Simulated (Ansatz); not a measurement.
Relaxation of BH₄NO (7 atoms, charge 0, multiplicity 1), to a largest force component of 0.03 eV/Å in at most 50 steps.

Computed with Ansatz, RKS B3LYP-D4/def2-SVP.

```xyz
7
Properties=species:S:1:pos:R:3
B 0.226 0.077 -0.012
O 0.462 -0.246 1.318
H -0.328 -0.522 1.801
H 1.170 0.440 -0.657
N -1.049 0.006 -0.606
H -1.895 -0.290 -0.132
H -1.203 0.254 -1.575
```

**Question.** Where does it end, and by what steps?

**Answer.** The forces met the threshold. After 4 steps the energy has fallen by 0.009 eV; B1 moved furthest, 0.02 Å.

```csv
step,energy less start (eV),largest force component (eV/Å),accepted
0,0.0000,0.832,yes
1,-0.0070,0.357,yes
2,-0.0088,0.093,yes
3,-0.0092,0.030,yes
4,-0.0092,0.009,yes
```

```xyz
7
Properties=species:S:1:pos:R:3
B 0.217 0.076 0.001
O 0.464 -0.241 1.309
H -0.315 -0.526 1.803
H 1.165 0.438 -0.656
N -1.053 0.006 -0.605
H -1.905 -0.285 -0.138
H -1.191 0.251 -1.577
```

Time of the run: 9.7 s on 1 thread of Arm Neoverse V1, with other jobs on the host, peak memory 0.13 GiB.
